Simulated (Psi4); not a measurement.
**quartet NS at 6 levels**

Aim: a comparison of 6 runs (UHF/STO-3G, UHF/3-21G, UB3LYP/6-31G*, UDSD-PBEP86/cc-pVTZ, UHSE06/cc-pVTZ, UTPSSh/cc-pVTZ) of quartet NS. 

The results are computed with Psi4 1.11.

5 further runs of the same task are left out: 5 that didn't finish.

### Step 1. The structure to begin with

NS: 2 atoms, total charge 0, spin state quartet. As SMILES of the parent species, `[N]=S`. The coordinates come from a PBE0-D4/def2-TZVP relaxation. That shape belongs to the parent species and isn't relaxed for this state.

Bond lengths: N1–S2 1.486 Å.

### Step 2. Energy and forces at UHF/STO-3G (run 1)

Input file job.py:

```python
import psi4

psi4.set_memory(2200000000)
psi4.set_num_threads(1)
psi4.set_output_file('ns.out', False)

mol = psi4.geometry("""
0 4
N      0.000000     0.000000    -0.011220
S      0.000000     0.000000     1.474400
units angstrom
symmetry c1
""")

psi4.set_options({
    'reference': 'uhf',
    'puream': True,
    'e_convergence': 1e-09,
    'd_convergence': 1e-08,
    'scf_type': 'pk',
    'maxiter': 100,
})

result, w = psi4.gradient('hf/STO-3G', return_wfn=True)
psi4.oeprop(w, 'DIPOLE', 'MAYER_INDICES', 'LOWDIN_CHARGES')
print('gradient / Eh bohr^-1')
print(result.np.round(6))
print(f'energy = {w.energy():.10f} Eh')
for k, v in sorted(psi4.core.scalar_variables().items()):
    print(f'{k:45s} {v:18.10f}')
```

On the command line:

```bash
$ python job.py
```

ns.out:

```text
[...]
  Running in c1 symmetry.
[...]
  Nuclear repulsion =   39.894352253631489
[...]
  Multiplicity = 4
[...]
  Nalpha       = 13
  Nbeta        = 10
[...]
    Number of basis functions: 14
[...]
   @UHF iter   1:  -446.67466869905087   -8.31866e-01   1.47440e-02 DIIS/ADIIS
[...]
   @UHF iter  12:  -446.73608175544342   -2.84217e-13   2.42895e-09 DIIS
[...]
   @S^2 Observed:                3.750631545E+00
[...]
    Orbital Energies [Eh]
    ---------------------
    Alpha Occupied:
       1A    -90.741591     2A    -15.388584     3A     -8.653609
       4A     -6.288958     5A     -6.285783     6A     -6.285783
       7A     -1.225017     8A     -0.805856     9A     -0.558704
      10A     -0.558704    11A     -0.516410    12A     -0.240834
      13A     -0.240834
    Alpha Virtual:
      14A      0.597377
    Beta Occupied:
[...]
  @UHF Final Energy:  -446.73608175544342
   => Energetics <=
    Nuclear Repulsion Energy =             39.8943522536314887
    One-Electron Energy =                -699.8187128395804848
    Two-Electron Energy =                 213.1882788305055669
    Total Energy =                       -446.7360817554434220
  UHF NO Occupations:
  HONO-2 :   12  A 1.0000000
  HONO-1 :   11  A 1.0000000
[...]
  -Total Gradient:
     Atom            X                  Y                   Z
    ------   -----------------  -----------------  -----------------
       1       -0.000000000000    -0.000000000000     0.173840488593
       2        0.000000000000     0.000000000000    -0.173840488587
[...]
 Multipole Moments:
 ------------------------------------------------------------------------------------
     Multipole            Electronic (a.u.)      Nuclear  (a.u.)        Total (a.u.)
 ------------------------------------------------------------------------------------
 L = 1.  Multiply by 2.5417464519 to convert [e a0] to [Debye]
 Dipole X            :         -0.0000000            0.0000000           -0.0000000
 Dipole Y            :          0.0000000            0.0000000            0.0000000
 Dipole Z            :         -0.1926622            0.0149414           -0.1777208
 Magnitude           :                                                    0.1777208
[...]
```

The script printed:

```text
gradient / Eh bohr^-1
[[-0.      -0.       0.17384]
 [ 0.       0.      -0.17384]]
energy = -446.7360817554 Eh
CURRENT ENERGY                                   -446.7360817554
CURRENT REFERENCE ENERGY                         -446.7360817554
DD SOLVATION ENERGY                                 0.0000000000
HF KINETIC ENERGY                                 442.3685004809
HF POTENTIAL ENERGY                              -889.1045822363
HF TOTAL ENERGY                                  -446.7360817554
HF VIRIAL RATIO                                     2.0098731742
NUCLEAR REPULSION ENERGY                           39.8943522536
ONE-ELECTRON ENERGY                              -699.8187128396
PCM POLARIZATION ENERGY                             0.0000000000
PE ENERGY                                           0.0000000000
SCF ITERATION ENERGY                             -446.7360817554
SCF ITERATIONS                                     12.0000000000
SCF TOTAL ENERGY                                 -446.7360817554
TWO-ELECTRON ENERGY                               213.1882788305
```

Wall time 3.9 s (1 thread of Intel Xeon at 2.50GHz (Skylake/Cascade Lake), shared host); peak memory 0.18 GiB.

### Step 3. Energy and forces at UHF/3-21G (run 2)

Input file ns.json:

```json
{
  "schema_name": "qcschema_input",
  "schema_version": 1,
  "molecule": {
    "schema_name": "qcschema_molecule",
    "schema_version": 2,
    "symbols": ["N", "S"],
    "geometry": [0.0, 0.0, -0.02120273, 0.0, 0.0, 2.7862122],
    "molecular_charge": 0,
    "molecular_multiplicity": 4,
    "fix_symmetry": "c1"
  },
  "driver": "gradient",
  "model": {
    "method": "scf",
    "basis": "3-21G"
  },
  "keywords": {
    "reference": "uhf",
    "puream": true,
    "e_convergence": 1e-09,
    "d_convergence": 1e-08,
    "scf_type": "pk",
    "maxiter": 100,
    "scf_properties": ["MAYER_INDICES", "QUADRUPOLE", "WIBERG_LOWDIN_INDICES"]
  }
}
```

On the command line:

```bash
$ psi4 --qcschema ns.json -n 1 --memory 2200MB
```

stdout:

```text
[...]
  Running in c1 symmetry.
[...]
  Nuclear repulsion =   39.894352203933032
[...]
  Multiplicity = 4
[...]
  Nalpha       = 13
  Nbeta        = 10
[...]
    Number of basis functions: 22
[...]
   @UHF iter   1:  -449.46592833377110   -4.05179e-01   9.19678e-03 ADIIS/DIIS
[...]
   @UHF iter  13:  -449.52367744719271   -5.11591e-13   5.71122e-09 DIIS
[...]
   @S^2 Observed:                3.764026376E+00
[...]
    Orbital Energies [Eh]
    ---------------------
    Alpha Occupied:
       1A    -91.360462     2A    -15.650801     3A     -8.962130
       4A     -6.641089     5A     -6.636038     6A     -6.636038
       7A     -1.355926     8A     -0.922278     9A     -0.677932
      10A     -0.677932    11A     -0.642804    12A     -0.370192
      13A     -0.370192
    Alpha Virtual:
      14A      0.234075    15A      0.567956    16A      0.674097
      17A      0.674097    18A      0.752508    19A      1.251137
      20A      1.251137    21A      1.255836    22A      2.304290
[...]
  @UHF Final Energy:  -449.52367744719271
   => Energetics <=
    Nuclear Repulsion Energy =             39.8943522039330318
    One-Electron Energy =                -699.5205937180893443
    Two-Electron Energy =                 210.1025640669635663
    Total Energy =                       -449.5236774471927106
  UHF NO Occupations:
  HONO-2 :   11  A 1.0000000
  HONO-1 :   12  A 1.0000000
[...]
 Multipole Moments:
 ------------------------------------------------------------------------------------
     Multipole            Electronic (a.u.)      Nuclear  (a.u.)        Total (a.u.)
 ------------------------------------------------------------------------------------
 L = 1.  Multiply by 2.5417464519 to convert [e a0] to [Debye]
 Dipole X            :          0.0000000            0.0000000            0.0000000
 Dipole Y            :         -0.0000000            0.0000000           -0.0000000
 Dipole Z            :         -0.3882886            0.0149414           -0.3733472
 Magnitude           :                                                    0.3733472
 L = 2.  Multiply by 1.3450342976 to convert [e a0^2] to [Debye ang]
 Quadrupole XX       :        -14.1664039            0.0000000          -14.1664039
 Quadrupole XY       :          0.0000000            0.0000000            0.0000000
[...]
  -Total Gradient:
     Atom            X                  Y                   Z
    ------   -----------------  -----------------  -----------------
       1        0.000000000000    -0.000000000000     0.208192050834
       2       -0.000000000000     0.000000000000    -0.208192050840
[...]
```

The result, in JSON:

```text
{
 "driver": "gradient",
 "model": {
  "method": "scf",
  "basis": "3-21G"
 },
 "success": true,
 "return_result": [8.110931527865432e-16, -1.862094460879815e-16, 0.20819205083430253, -8.110931527864561e-16, 1.862094460879569e-16, -0.2081920508397481],
 "properties": {
  "calcinfo_nbasis": 22,
  "calcinfo_nmo": 22,
  "calcinfo_nalpha": 13,
  "calcinfo_nbeta": 10,
  "calcinfo_natom": 2,
  "nuclear_repulsion_energy": 39.89435220393303,
  "return_energy": -449.5236774471927,
  "return_gradient": [8.110931527865432e-16, -1.862094460879815e-16, 0.20819205083430253, -8.110931527864561e-16, 1.862094460879569e-16, -0.2081920508397481],
  "scf_one_electron_energy": -699.5205937180893,
  "scf_two_electron_energy": 210.10256406696357,
  "scf_dipole_moment": [7.800894612927034e-15, -4.69444282342474e-16, -0.37334716079521835],
  "scf_total_energy": -449.5236774471927,
  "scf_total_gradient": [8.110931527865432e-16, -1.862094460879815e-16, 0.20819205083430253, -8.110931527864561e-16, 1.862094460879569e-16, -0.2081920508397481],
  "scf_iterations": 13
 }
}
```

Wall time 4.2 s (1 thread of Intel Xeon at 2.50GHz (Skylake/Cascade Lake), shared host); peak memory 0.18 GiB.

### Step 4. A single-point energy at UB3LYP/6-31G(d) (spherical functions) (run 3)

Input file ns.inp:

```
memory 2.2 GB

molecule system {
  0 4
  N      0.000000     0.000000    -0.011220
  S      0.000000     0.000000     1.474400
  symmetry c1
}

set basis 6-31G*
set reference uks
set puream true
set e_convergence 1e-09
set d_convergence 1e-08
set scf_type pk
set dft_radial_points 99
set dft_spherical_points 590
set maxiter 100

E, wfn = energy('b3lyp', return_wfn=True)
oeprop(wfn, 'MAYER_INDICES', 'QUADRUPOLE', 'DIPOLE', title='B3LYP')
```

On the command line:

```bash
$ psi4 ns.inp ns.out -n 1
```

ns.out:

```text
[...]
  Running in c1 symmetry.
[...]
  Nuclear repulsion =   39.894352253631489
[...]
  Multiplicity = 4
[...]
  Nalpha       = 13
  Nbeta        = 10
[...]
    Number of basis functions: 32
[...]
   @UKS iter   1:  -452.59043836726676   -1.91869e-02   1.51402e-02 ADIIS/DIIS
[...]
   @UKS iter  12:  -452.71700924250331   -4.54747e-13   2.38344e-09 DIIS
[...]
   @S^2 Observed:                3.758643255E+00
[...]
    Orbital Energies [Eh]
    ---------------------
    Alpha Occupied:
       1A    -88.935365     2A    -14.430297     3A     -8.008332
       4A     -5.976562     5A     -5.966626     6A     -5.966626
       7A     -0.976875     8A     -0.645259     9A     -0.461849
      10A     -0.427535    11A     -0.427535    12A     -0.226504
      13A     -0.226504
    Alpha Virtual:
      14A      0.049453    15A      0.258260    16A      0.328604
      17A      0.328604    18A      0.401765    19A      0.582703
      20A      0.643085    21A      0.643085    22A      0.707294
      23A      0.707294    24A      0.764148    25A      0.764148
[...]
  @UKS Final Energy:  -452.71700924250331
   => Energetics <=
    Nuclear Repulsion Energy =             39.8943522536314887
    One-Electron Energy =                -702.5042788526677668
    Two-Electron Energy =                 236.1429935401405942
    DFT Exchange-Correlation Energy =     -26.2500761836076606
    Empirical Dispersion Energy =           0.0000000000000000
    VV10 Nonlocal Energy =                  0.0000000000000000
    Total Energy =                       -452.7170092425033090
[...]
 Multipole Moments:
 ------------------------------------------------------------------------------------
     Multipole            Electronic (a.u.)      Nuclear  (a.u.)        Total (a.u.)
 ------------------------------------------------------------------------------------
 L = 1.  Multiply by 2.5417464519 to convert [e a0] to [Debye]
 Dipole X            :         -0.0000000            0.0000000           -0.0000000
 Dipole Y            :          0.0000000            0.0000000            0.0000000
 Dipole Z            :          0.1346249            0.0149414            0.1495663
 Magnitude           :                                                    0.1495663
 L = 2.  Multiply by 1.3450342976 to convert [e a0^2] to [Debye ang]
 Quadrupole XX       :        -13.6943434            0.0000000          -13.6943434
 Quadrupole XY       :         -0.0000000            0.0000000           -0.0000000
[...]
```

Wall time 11 s (1 thread of Intel Xeon at 2.50GHz (Skylake/Cascade Lake), shared host); peak memory 0.3 GiB.

Runs 4 to 5 aren't shown in full; the table further down has their settings and results.

### Step 5. Energy and forces at UTPSSh/cc-pVTZ (run 6)

Input file run_ase.py:

```python
import numpy as np
from ase.calculators.psi4 import Psi4
from ase import Atoms

a = Atoms(['N', 'S'], positions=[
    [0.000000, 0.000000, -0.011220],
    [0.000000, 0.000000, 1.474400],
])
calc = Psi4(atoms=a, method='tpssh', basis='cc-pVTZ', memory='2200MB', num_threads=1, charge=0, multiplicity=4, label='calc', reference='uks')
calc.psi4.set_options({'puream': True, 'e_convergence': 1e-09, 'd_convergence': 1e-08, 'scf_type': 'pk', 'dft_radial_points': 99, 'dft_spherical_points': 590, 'maxiter': 100})
a.calc = calc

forces = a.get_forces()
print(f'energy: {a.get_potential_energy():.6f} eV')
print('forces / eV A^-1')
print(np.round(forces, 5))
```

On the command line:

```bash
$ python run_ase.py
```

calc.dat:

```text
[...]
  Running in c1 symmetry.
[...]
  Nuclear repulsion =   39.894352253631489
[...]
  Multiplicity = 4
[...]
  Nalpha       = 13
  Nbeta        = 10
[...]
    Number of basis functions: 64
[...]
   @UKS iter   1:  -452.62252222888009    1.94224e-02   9.18529e-03 DIIS/ADIIS
[...]
   @UKS iter  12:  -452.78742623841396   -1.08002e-12   7.66599e-09 DIIS
[...]
   @S^2 Observed:                3.764333551E+00
[...]
    Orbital Energies [Eh]
    ---------------------
    Alpha Occupied:
       1A    -88.813918     2A    -14.351691     3A     -7.935497
       4A     -5.890979     5A     -5.881358     6A     -5.881358
       7A     -0.949959     8A     -0.630748     9A     -0.447783
      10A     -0.410228    11A     -0.410228    12A     -0.216247
      13A     -0.216247
    Alpha Virtual:
      14A      0.031700    15A      0.267015    16A      0.267015
      17A      0.278272    18A      0.298012    19A      0.303398
      20A      0.303398    21A      0.383169    22A      0.400345
      23A      0.400345    24A      0.476169    25A      0.476169
[...]
  @UKS Final Energy:  -452.78742623841396
   => Energetics <=
    Nuclear Repulsion Energy =             39.8943522536314887
    One-Electron Energy =                -702.5478958439978214
    Two-Electron Energy =                 239.2694186825322333
    DFT Exchange-Correlation Energy =     -29.4033013305798541
    Empirical Dispersion Energy =           0.0000000000000000
    VV10 Nonlocal Energy =                  0.0000000000000000
    Total Energy =                       -452.7874262384139570
[...]
 Multipole Moments:
 ------------------------------------------------------------------------------------
     Multipole            Electronic (a.u.)      Nuclear  (a.u.)        Total (a.u.)
 ------------------------------------------------------------------------------------
 L = 1.  Multiply by 2.5417464519 to convert [e a0] to [Debye]
 Dipole X            :          0.0000000            0.0000000            0.0000000
 Dipole Y            :         -0.0000000            0.0000000           -0.0000000
 Dipole Z            :          0.0929147            0.0149414            0.1078561
 Magnitude           :                                                    0.1078561
[...]
  -Total Gradient:
     Atom            X                  Y                   Z
    ------   -----------------  -----------------  -----------------
       1        0.000000000000    -0.000000000000     0.090750293254
       2       -0.000000000001     0.000000000000    -0.090751974604
[...]
```

Standard output:

```text
energy: -12320.973442 eV
forces / eV A^-1
[[-0.       0.      -4.66657]
 [ 0.      -0.       4.66665]]
```

Run time: 44 s. Hardware: 1 thread of Intel Xeon at 2.50GHz (Skylake/Cascade Lake), shared host; peak memory 0.96 GiB.

### Step 6. The series

| run | level | task | integration grid | energy (Eh) | dipole moment (D) | HOMO energy (eV) | ⟨S²⟩ | wall time |
| --- | --- | --- | --- | --- | --- | --- | --- | --- |
| 1 | UHF/STO-3G | gradient | – | -446.736082 | 0.45 | -6.55 | 3.751 | 3.9 s |
| 2 | UHF/3-21G | gradient | – | -449.523677 | 0.95 | -10.07 | 3.764 | 4.2 s |
| 3 | UB3LYP/6-31G* (spherical functions) | energy | 99 radial × 590 angular | -452.717009 | 0.38 | -6.16 | 3.759 | 11 s |
| 4 | UDSD-PBEP86/cc-pVTZ (density fitting for correlation) | energy | 99 radial × 590 angular | -452.371414 | – | -8.99 | 3.791 | 16 s |
| 5 | UHSE06/cc-pVTZ | energy | 99 radial × 590 angular | -452.588419 | 0.26 | -6.22 | 3.767 | 33 s |
| 6 | UTPSSh/cc-pVTZ | gradient | 99 radial × 590 angular | -452.787426 | 0.27 | -5.88 | 3.764 | 44 s |

### Step 7. Outcome

| quantity | value |
| --- | --- |
| run 6: total energy | -452.78743 Eh |
| run 6: dipole moment | 0.27 D |
| run 6: HOMO energy (highest over α and β) | -5.88 eV |
| run 6: ⟨S²⟩ | 3.764 |
| run 6: largest force on an atom | 4.667 eV/Å |

What this shows: Over runs 1, 2, 3, 5, 6 the dipole moment (its size) runs from 0.26 D (UHSE06/cc-pVTZ) to 0.95 D (UHF/3-21G). The two ends differ in method and basis. The two dipoles point in opposite directions. Totals of different functionals can't be ranked against each other. In run 1 the basis is minimal, so the values are rough. All runs together took 1.9 min, the longest 44 s.
